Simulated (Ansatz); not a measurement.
Input file:

```yaml
crystal:
  periodic: [false, false, false]
  atoms:
    - {symbol: O, position_ang: [0.000000, -0.050655, 0.000000]}
    - {symbol: H, position_ang: [0.000000, 0.402033, -0.846032]}
    - {symbol: H, position_ang: [0.000000, 0.402033, 0.846032]}
basis:
  gaussian: {orbitals: def2-TZVP}
magnetization: {spin_polarized: false}
hamiltonian: {xc: hf}
output: {orbitals: {seedname: orbitals}}
```

```sh
$ ansatz run in.yaml --threads 1 --pin off --events-out ev --progress --plain --max-ram 2393MiB
```

Problem. Roughly how long does this take on 1 thread of Arm Neoverse V2, shared host, and how much host memory?

Solution. 0.06 s wall and 0.17 GiB.

```
270 factors; their error is unknown
mean field evaluation 1: about -2067.6805 eV, gradient 3.3e1 eV
mean field evaluation 2: about -2068.8187 eV, gradient 2.1e1 eV
mean field evaluation 4: about -2069.4376 eV, gradient 3.1e-1 eV
mean field evaluation 8: about -2069.4686 eV, gradient 1.0e-5 eV
mean field -2069.46860136 eV, -76.0515683638 hartree, gradient 1.0e-5 eV, S^2 0.000000; 0 other end points of the search recorded, 0 dependent functions left out
reference -2069.46860136 eV, -76.0515683638 hartree; 5, 5 occupied and 38, 38 virtual orbitals, 270 factors
Total energy: -2069.46860136 eV, -76.0515683638 hartree
```
